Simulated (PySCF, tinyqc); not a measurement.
RKS/exchange-only LDA in the sto-3g basis, for BH, spin multiplicity 1, step by step. The lowest restricted solution is unstable here: a spin-polarised one lies 0.0009 hartree lower (PySCF). One step of it, computed by the program tinyqc.

Task: Iteration 2: DIIS coefficients. Solve [B -1; -1 0][c; lambda] = [0; -1] for the coefficients, which sum to one.

B (overlaps of the stored error matrices):
$$\begin{pmatrix}
4.2013444e-01 & -2.4944765e-01 \\
-2.4944765e-01 & 1.6415157e-01
\end{pmatrix}$$

Give: DIIS coefficients.

Result:

DIIS coefficients: [0.3818, 0.6182]
